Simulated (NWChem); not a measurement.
## Correlation energy of NO (+1)

```
N
O 1 1.0599
```
Charge +1, spin multiplicity 1.

Program: NWChem. Structure: optimised with PBE0/def2-SVP, a minimum by its harmonic frequencies.

Basis set: cc-pVQZ. Each correlation energy counts from its own Hartree-Fock reference.

The correlated methods keep 2 core orbitals frozen. The structure started from a generated list of species. No row is a measurement; the coupled-cluster row has its own basis-set and correlation limits.

Problem. For the correlation energy, CR-CCSD[T] gives -439.6 mHa and CR-CCSD(T) gives -438.3 mHa. What do CCSD(T), CCSD, RI-MP2 give?

Solution. CCSD(T): -442.1 mHa; CCSD: -421.0 mHa; RI-MP2: -431.1 mHa.
